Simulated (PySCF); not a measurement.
Multinuclear NMR of Thionylimide

Geometry:
```csv
atom,x (Å),y (Å),z (Å)
N1,-0.413,0.102,-1.720
S2,-0.385,-1.299,-1.172
O3,-1.211,-1.653,-0.037
H4,-1.032,0.770,-1.258
```

Theory: structure optimised with PBE0-D3(BJ)/def2-TZVP, NMR shieldings at B97-2/pcSseg-2/GIAO, in PySCF (single conformer, no solvent model, no relativistic terms).

Question: Predict the $^{15}$N NMR data.

Answer: 
| atoms | environment | σ (ppm) | δ (ppm) |
| --- | --- | --- | --- |
| N1 | nitrogen bonded to S, H | -76.8 | -79.1 |

Shieldings were converted by a linear fit to measured shifts: $^{15}$N: δ = -149.73 − 0.920σ (rms 6.4 ppm, 44 shifts vs CH3NO2, solution or neat liquid). Occasional misses reach two or three times the rms, and more in compound classes unlike the fitted ones.

On a 400 MHz spectrometer $^{15}$N resonates near 40.5 MHz, so 1 ppm is 40.5 Hz.

Question: What are the $^{17}$O shifts?

Answer: 
```tsv
atoms	environment	σ (ppm)	δ (ppm)
O3	S=O oxygen	-205.7	468.9
```

Shieldings were converted by a linear fit to measured shifts: $^{17}$O: δ = 274.03 − 0.947σ (rms 12.2 ppm, 99 shifts vs liquid water, solution or neat liquid). A few per cent of atoms miss by over 2 rms, more outside the fitted compound classes.

On a 400 MHz spectrometer $^{17}$O resonates near 54.2 MHz, so 1 ppm is 54.2 Hz.
